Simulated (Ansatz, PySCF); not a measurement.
Wanted: the gas-phase enthalpy of formation of FCF [difluoromethane] at 298 K. Reaction (SMILES): FCF [difluoromethane] + C (CH4) → 2 CF (CH3F); bond separation energy.

Geometries: B3LYP-D3(BJ)/def2-TZVP minima from Ansatz (an electronic-structure program). Valence correlation only, unless marked. Open shells are spin-unrestricted. Spin-orbit coupling is left out. Non-relativistic. CBS(X,Y): correlation extrapolated as X^-3; Hartree-Fock from the larger set. Thermal terms are rigid-rotor harmonic-oscillator values from B3LYP-D3(BJ) frequencies (Ansatz or PySCF) at 298.15 K and 1 atm. 1 Eh = 627.5095 kcal/mol. PBE is always shown; the other two functionals were drawn at random. The atomisation route leaves out scalar relativity and anharmonic zero-point terms, the atoms' spin-orbit terms, and in the frozen-core level the core correlation. Atomic data: G2/97 table in ASE.

Tabulated enthalpies of formation of the partners: C (CH4) -17.8 kcal/mol, ATcT 1.112; CF (CH3F) -56.5 kcal/mol, ATcT 1.112.

```csv
level,computed ΔH of the reaction (kcal/mol),ΔHf by atomisation and measured atoms (kcal/mol)
PBE/def2-TZVPD (Ansatz),12.8,-121.6
r2SCAN-D4/def2-TZVPD (Ansatz + dftd4),13.8,-108.7
wB97X-V/def2-TZVPD (Ansatz),12.5,-108.4
"CCSD(T)/CBS(cc-pVTZ,cc-pVQZ) (Ansatz)",13.1,-108.3
```

Question: Derive ΔHf from the reaction at each level, and compare how far the levels part by the two routes.

Answer: 
The partners sum to -95.2 kcal/mol (products minus other reactants), so ΔHf = (-95.2 - ΔH):
- PBE/def2-TZVPD: -108.0; errors -0.2 by the reaction, -13.8 by atomisation
- r2SCAN-D4/def2-TZVPD: -109.0; errors -1.2 by the reaction, -0.9 by atomisation
- wB97X-V/def2-TZVPD: -107.7; errors +0.1 by the reaction, -0.6 by atomisation
- CCSD(T)/CBS(cc-pVTZ,cc-pVQZ): -108.3; errors -0.5 by the reaction, -0.5 by atomisation
All levels span 1.3 kcal/mol by the reaction and 13.3 by atomisation; without PBE they span 1.3 and 0.4. The errors are against the measured -107.8 kcal/mol (ATcT 1.112).
